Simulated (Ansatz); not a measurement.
# CH₃S+ (triplet): wave-function methods side by side, cc-pVDZ

An exercise on one series of results from a longer session: the logs are not shown, and one member is left open.

Method: cc-pVDZ, core rule «outside noble gas», up to 6 orbitals frozen; program: Ansatz 0.2.0, Gaussian basis.

To be run: UHF; CCSD(T) on ROHF; CCSD(T) on UHF; BCCD(T) on ROHF; CISD; CCSDT(Q) on ROHF; CCSDT(Q) on UHF; CASSCF and NEVPT2, 12 electrons in 11 orbitals.

19 further runs of the same task are left out: 8 that didn't finish, 11 set aside as unsound or not needed.

### The geometry

The geometry is a PBE0/def2-TZVP stationary point (not a proven minimum) of the parent state, kept for this charge and spin.

5 atoms, charge 1, spin multiplicity 3.

Atoms are counted from 1 here; the program's logs count them from 0.

Bond lengths: C1–S2 1.782 Å, C1–H3 1.096 Å, C1–H4 1.091 Å, C1–H5 1.091 Å. Angles: S2–C1–H3 106.4°, S2–C1–H4 111.9°, S2–C1–H5 111.9°, H3–C1–H4 107.7°, H3–C1–H5 107.7°, H4–C1–H5 110.9°.

The first run:

Input file in.yaml:

```yaml
crystal:
  periodic: [false, false, false]
  atoms:
    - {symbol: C, position_ang: [-0.007272, -0.000001, 1.189056]}
    - {symbol: S, position_ang: [-0.000232, 0.000000, -0.592809]}
    - {symbol: H, position_ang: [1.043518, 0.000004, 1.502027]}
    - {symbol: H, position_ang: [-0.474742, 0.898302, 1.593877]}
    - {symbol: H, position_ang: [-0.474733, -0.898309, 1.593876]}
basis:
  gaussian: {orbitals: cc-pVDZ}
total_charge: 1
magnetization: {spin_polarized: true, initial_magnetization: 2}
hamiltonian: {xc: hf}
output: {orbitals: {seedname: orbitals}}
```

The run is started by

```console
$ ansatz run in.yaml --threads 1 --pin off --events-out ev --progress --plain --max-ram 2393MiB
```

Steps of the session up to this table: UHF; CCSD(T) on ROHF; CCSD(T) on UHF; BCCD(T) on ROHF; CISD; CCSDT(Q) on ROHF; CCSDT(Q) on UHF; CASSCF and NEVPT2, 12 electrons in 11 orbitals.

One table of the session follows, with a row left open; its other results are not shown here.

It belongs to the step «Misses and costs». 

| method | from UCCSDT(Q) (kcal/mol) |
| --- | --- |
| ROHF | +176.32 |
| UHF | +172.00 |
| RMP2 | +27.33 |
| UMP2 | +27.88 |
| CISD | +18.23 |
| RCCSD | +5.30 |
| UCCSD | +5.20 |
| RCCSD(T) | +0.81 |
| UCCSD(T) | +0.79 |
| BCCD(T) | +0.79 |
| RCCSDT | +0.26 |
| UCCSDT | +0.25 |
| RCCSDT(Q) | +0.02 |
| UCCSDT(Q) | 0 |
| CASSCF valence | +119.69 |
| NEVPT2 valence | ? |

**Question.** Estimate the row for NEVPT2 valence.

The run gave: from UCCSDT(Q) (kcal/mol): +27.26. In the column «from UCCSDT(Q) (kcal/mol)» it lies between CISD (+18.23) and RMP2 (+27.33).

Caveats from the session: Restricted and unrestricted rows rest on different reference determinants; where their highest levels disagree by more than a few hundredths of an eV, they describe different states and don't form one ladder.
